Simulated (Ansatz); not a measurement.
One stationary structure of InP. Method: r2SCAN (plane waves to 500 eV, PAW, scalar-relativistic; Ansatz, a quantum-chemistry and plane-wave program).

```
CELL_PARAMETERS angstrom
      0.00000     2.95332     2.95332
      2.95332     0.00000     2.95332
      2.95332     2.95332     0.00000
ATOMIC_POSITIONS crystal
  P  0.75000 0.75000 0.75000
  In 0.00000 0.00000 0.00000
```

Q: Find the space group and the Wyckoff positions (tolerance 0.01 Å).

A: Space group F-43m (No. 216); a = 5.907 Å, b = 5.907 Å, c = 5.907 Å, α = 90.00°, β = 90.00°, γ = 90.00°

```tsv
atom	site	symmetry	x	y	z
P	4c	-43m	0.2500	0.2500	0.2500
In	4a	-43m	0.0000	0.0000	0.0000
```

This is the zinc blende type.

Q: Give the shortest distances between elements (the closest pairs, up to four, under 3.6 Å).

A: In–P 2.56 Å.

- Volume per atom: 25.76 Å³
- Band gap: 1.03 eV, direct at Γ (no spin-orbit coupling)

No spin polarisation in the result.

Measured for InP: a 5.858 Å (static lattice; corrected from measurement; as listed in Daniel Mejia-Rodriguez, S. B. Trickey, Phys. Rev. B (2018)); gap 1.47 eV (static lattice; corrected from measurement; as listed in Wei Chen et al., Physical Review Materials (2018)). Computed minus measured — a: r2SCAN +0.8 %; gap: r2SCAN -0.44 eV. The computed values are for a static lattice, and a measured gap can be an optical one, lowered by exciton binding.

The run could not lose the symmetry of its start; a randomly shaken copy of 2 atoms returns to this structure.

All atoms sit on sites fixed by symmetry, so only the cell could relax.
